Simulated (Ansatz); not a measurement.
One change: `OC/N=C\F` becomes `C=NCO`.

Ansatz, PBE0-D4/def2-TZVP geometries, multiplicity 1. Each molecule was computed in one conformer, which needn't be the lowest.

```csv
property,`OC/N=C\F`
size of the dipole moment (ωB97M-V/def2-TZVPP) / D,1.73
"ideal-gas entropy at 298 K and 1 bar (rigid rotor, harmonic PBE0-D4/def2-TZVP) / J/(mol·K)",313
LUMO energy (B3LYP/def2-TZVPP) / eV,-0.60
HOMO energy (B3LYP/def2-TZVPP) / eV,-7.96
HOMO energy (ωB97M-V/def2-TZVPP) / eV,-10.61
LUMO energy (PBE/def2-TZVPP) / eV,-1.40
```

Give the same properties after the change, and the shifts. (Estimate.)

Ansatz gave: 
```
                                                                                  property  `C=NCO`  shift
                                        size of the dipole moment (ωB97M-V/def2-TZVPP) / D     1.73   0.00
ideal-gas entropy at 298 K and 1 bar (rigid rotor, harmonic PBE0-D4/def2-TZVP) / J/(mol·K)      288    -25
                                                       LUMO energy (B3LYP/def2-TZVPP) / eV    -0.93  -0.33
                                                       HOMO energy (B3LYP/def2-TZVPP) / eV    -7.53   0.43
                                                     HOMO energy (ωB97M-V/def2-TZVPP) / eV   -10.12   0.49
                                                         LUMO energy (PBE/def2-TZVPP) / eV    -1.78  -0.38
```

With PBE0 the HOMO rises by 0.45 eV and the LUMO falls by 0.34 eV, so the gap narrows by about 0.79 eV. PBE moves the HOMO by 0.25 eV and ωB97M-V by 0.49 eV. Dipoles are sizes alone; their direction can turn. Modes under 60 cm⁻¹, often nearly free rotors, make the harmonic entropy too high.

B3LYP here is the variant with VWN-RPA as its local correlation; programs differ in this.
